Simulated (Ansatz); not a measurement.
Born–Oppenheimer molecular dynamics of C₂H₆NO (10 atoms, charge 1, multiplicity 1). It starts from a relaxed structure.

Theory: Ansatz, RKS B3LYP-D4/STO-3G.

| Item | Value |
| --- | --- |
| ensemble | NVT, Nosé–Hoover chain |
| time step | 0.5 fs |
| steps asked | 400 |
| set temperature | 700 K |
| thermostat | time constant 20 fs, chain length 1 |
| seed | 323550 |

Frames 5 fs apart, positions in Å, forces in eV/Å.

Velocities at 105.0 fs (Å/ps):

```
C -1.78 0.07 0.11
C 6.85 6.91 -2.92
N -1.10 -3.41 -1.49
O -4.85 -1.98 1.62
H 6.66 14.33 12.91
H 0.97 -7.12 -5.88
H -4.07 10.39 -3.10
H -20.80 -36.78 -8.97
H 42.14 2.73 19.41
H 6.94 12.19 14.13
```

```xyz
10
Properties=species:S:1:pos:R:3:forces:R:3 time_fs=105.0 energy_less_start_eV=0.680 T=354
C -1.212 0.719 0.159 -0.70 1.68 0.47
C 0.075 0.355 0.052 -0.69 -0.97 -0.89
N 0.509 -1.163 -0.347 -2.64 0.52 2.35
O 1.258 0.991 0.179 1.32 1.39 0.60
H -1.424 1.828 0.432 0.47 -1.96 -0.47
H -2.127 0.104 -0.008 0.73 -0.01 0.13
H 1.327 -1.438 0.225 0.75 -0.26 1.23
H 0.890 -1.199 -1.295 -0.31 -0.52 -2.24
H -0.336 -1.771 -0.074 0.89 -0.26 -1.10
H 1.415 1.456 -0.715 0.18 0.40 -0.09
10
Properties=species:S:1:pos:R:3:forces:R:3 time_fs=110.0 energy_less_start_eV=0.565 T=437
C -1.218 0.730 0.162 2.30 -2.33 -0.64
C 0.089 0.375 0.028 -2.76 -1.49 -1.17
N 0.501 -1.171 -0.348 0.05 -1.36 -0.11
O 1.249 0.994 0.192 2.37 1.81 0.45
H -1.367 1.729 0.453 -0.71 2.21 0.61
H -2.061 0.067 -0.022 -0.30 -0.26 0.03
H 1.367 -1.393 0.279 -0.59 0.31 -1.11
H 0.726 -1.408 -1.413 -0.19 0.70 1.91
H -0.223 -1.896 -0.032 -0.01 0.46 -0.26
H 1.464 1.552 -0.647 -0.16 -0.06 0.29
10
Properties=species:S:1:pos:R:3:forces:R:3 time_fs=115.0 energy_less_start_eV=0.571 T=423
C -1.196 0.722 0.161 -1.83 1.42 0.66
C 0.062 0.370 -0.018 2.37 -0.34 -0.68
N 0.487 -1.191 -0.343 -1.86 0.35 1.16
O 1.270 1.019 0.213 -0.06 -0.46 0.62
H -1.410 1.806 0.518 0.19 -1.99 -0.76
H -2.020 0.002 -0.018 0.05 0.48 0.18
H 1.378 -1.314 0.182 1.09 -0.29 0.01
H 0.554 -1.495 -1.324 1.03 0.51 -1.94
H -0.164 -1.957 -0.024 -0.61 0.26 1.12
H 1.481 1.658 -0.554 -0.37 0.08 -0.36
10
Properties=species:S:1:pos:R:3:forces:R:3 time_fs=120.0 energy_less_start_eV=0.511 T=493
C -1.194 0.722 0.166 0.57 -2.83 -0.96
C 0.070 0.356 -0.076 1.75 0.45 0.94
N 0.454 -1.211 -0.330 0.68 0.23 -0.54
O 1.294 1.042 0.240 -1.01 -0.80 -0.82
H -1.457 1.679 0.490 -0.42 2.48 0.67
H -2.001 0.009 0.018 -0.52 -0.27 -0.08
H 1.488 -1.279 0.021 -1.25 -0.19 0.07
H 0.549 -1.435 -1.403 -0.66 0.08 1.40
H -0.198 -1.940 0.186 1.07 1.11 -0.91
H 1.413 1.756 -0.502 -0.20 -0.26 0.24
10
Properties=species:S:1:pos:R:3:forces:R:3 time_fs=125.0 energy_less_start_eV=0.647 T=386
C -1.193 0.693 0.161 0.15 0.91 0.01
C 0.112 0.350 -0.117 -1.44 0.80 2.19
N 0.430 -1.215 -0.322 1.49 3.46 -0.77
O 1.303 1.052 0.257 -0.92 -0.93 -1.09
H -1.511 1.765 0.495 1.01 -1.96 -0.75
H -2.055 -0.007 0.043 0.62 0.23 -0.12
H 1.444 -1.296 -0.095 0.88 -0.35 0.77
H 0.422 -1.375 -1.350 -0.91 -1.03 -0.87
H -0.133 -1.812 0.289 -1.15 -1.37 0.53
H 1.302 1.824 -0.420 0.27 0.22 0.11
10
Properties=species:S:1:pos:R:3:forces:R:3 time_fs=130.0 energy_less_start_eV=0.531 T=553
C -1.179 0.665 0.151 2.15 -1.92 -1.17
C 0.129 0.358 -0.117 -1.71 0.04 1.75
N 0.425 -1.178 -0.325 -0.94 -1.69 0.74
O 1.299 1.049 0.258 -0.22 -0.29 -1.03
H -1.410 1.651 0.405 -0.59 2.50 0.69
H -2.022 -0.009 0.035 -0.24 -0.49 -0.25
H 1.466 -1.382 -0.092 -0.76 0.11 -0.71
H 0.127 -1.499 -1.334 0.91 0.30 1.26
H -0.173 -1.819 0.389 1.24 1.54 -1.53
H 1.241 1.919 -0.293 0.16 -0.09 0.25
10
Properties=species:S:1:pos:R:3:forces:R:3 time_fs=135.0 energy_less_start_eV=0.700 T=464
C -1.142 0.626 0.125 -3.32 3.12 0.39
C 0.121 0.368 -0.083 2.04 -0.67 0.15
N 0.415 -1.149 -0.324 0.64 0.32 -0.93
O 1.292 1.041 0.244 0.63 -0.17 -0.47
H -1.355 1.738 0.371 -0.13 -2.11 -0.28
H -1.991 -0.078 -0.025 0.49 0.50 0.02
H 1.409 -1.461 -0.213 0.79 0.18 -0.32
H -0.033 -1.600 -1.155 0.42 0.50 -1.67
H -0.104 -1.665 0.360 -1.29 -1.34 3.10
H 1.209 2.006 -0.105 -0.28 -0.34 0.02
10
Properties=species:S:1:pos:R:3:forces:R:3 time_fs=140.0 energy_less_start_eV=0.684 T=566
C -1.147 0.626 0.099 0.22 -0.60 -0.47
C 0.142 0.366 -0.042 -0.33 -0.63 -0.57
N 0.401 -1.134 -0.321 -0.17 -2.66 2.32
O 1.294 1.030 0.222 1.74 0.29 -0.11
H -1.381 1.611 0.331 -1.19 2.50 0.72
H -1.913 -0.096 -0.098 -0.82 -0.52 -0.18
H 1.428 -1.474 -0.414 -0.62 0.75 0.53
H -0.078 -1.560 -1.193 -0.13 0.70 0.70
H -0.066 -1.578 0.635 1.55 0.30 -2.98
H 1.118 2.030 0.102 -0.26 -0.13 0.03
10
Properties=species:S:1:pos:R:3:forces:R:3 time_fs=145.0 energy_less_start_eV=0.602 T=759
C -1.167 0.639 0.069 -0.95 1.36 0.19
C 0.158 0.352 -0.008 -3.06 -0.09 -0.17
N 0.392 -1.148 -0.295 1.97 2.87 -3.44
O 1.322 1.024 0.195 0.95 1.25 0.24
H -1.579 1.684 0.364 0.95 -2.00 -0.65
H -1.927 -0.152 -0.198 0.71 0.91 0.41
H 1.392 -1.346 -0.534 0.75 -0.10 0.02
H -0.171 -1.389 -1.152 -0.56 -0.77 0.30
H 0.172 -1.561 0.571 -1.34 -2.91 3.14
H 0.973 1.993 0.335 0.58 -0.53 -0.04
10
Properties=species:S:1:pos:R:3:forces:R:3 time_fs=150.0 energy_less_start_eV=0.722 T=752
C -1.194 0.669 0.036 2.11 -1.75 -0.33
C 0.122 0.335 0.025 0.00 0.83 0.57
N 0.404 -1.142 -0.285 0.11 -1.78 1.71
O 1.363 1.032 0.170 -2.00 -0.57 0.42
H -1.676 1.552 0.321 -0.39 2.46 0.51
H -1.877 -0.102 -0.241 -0.99 -1.07 -0.15
H 1.429 -1.211 -0.637 -1.00 -0.32 -0.16
H -0.354 -1.361 -1.020 1.07 -0.78 0.19
H 0.299 -1.885 0.621 0.23 2.45 -2.72
H 0.943 1.879 0.576 0.85 0.52 -0.04
10
Properties=species:S:1:pos:R:3:forces:R:3 time_fs=155.0 energy_less_start_eV=0.840 T=713
C -1.205 0.681 0.000 -2.58 -0.01 0.35
C 0.084 0.333 0.071 2.54 1.18 0.66
N 0.421 -1.148 -0.264 -0.81 2.46 -3.74
O 1.378 1.035 0.152 -2.69 -0.72 0.91
H -1.716 1.672 0.295 1.39 -1.39 -0.73
H -1.936 -0.152 -0.270 0.70 1.14 0.55
H 1.325 -1.141 -0.800 0.38 -0.18 -0.46
H -0.361 -1.501 -0.874 -0.02 0.18 -1.06
H 0.460 -1.914 0.359 0.66 -2.27 4.15
H 1.115 1.815 0.798 0.43 -0.40 -0.62
10
Properties=species:S:1:pos:R:3:forces:R:3 time_fs=160.0 energy_less_start_eV=0.736 T=868
C -1.241 0.686 -0.031 3.77 -0.36 0.81
C 0.086 0.353 0.130 -0.09 0.44 -0.58
N 0.431 -1.149 -0.277 1.21 -2.73 0.10
O 1.356 1.026 0.144 -1.30 -0.97 0.01
H -1.540 1.691 0.157 -0.62 1.38 0.09
H -1.954 -0.076 -0.219 -1.36 -1.08 -0.22
H 1.234 -1.113 -1.012 -0.12 0.07 1.19
H -0.328 -1.617 -0.881 -0.20 0.47 0.78
H 0.716 -1.958 0.528 -0.73 2.92 -2.17
H 1.380 1.700 0.920 -0.57 -0.14 -0.01
```

Of the whole run (200 fs, mean temperature of the second half 670 K): The conserved energy stayed within 0.9 meV per atom of its start (net change 0.36 meV per atom), so the integration is sound. A run of 0.2 ps of so small a system gives no equilibrium averages. Limits of this set-up: minimal basis, the dipole of an ion depends on the origin.

Run time: 5.6 min on 1 thread of Arm Neoverse V2, with other jobs on the host, peak memory 0.18 GiB.
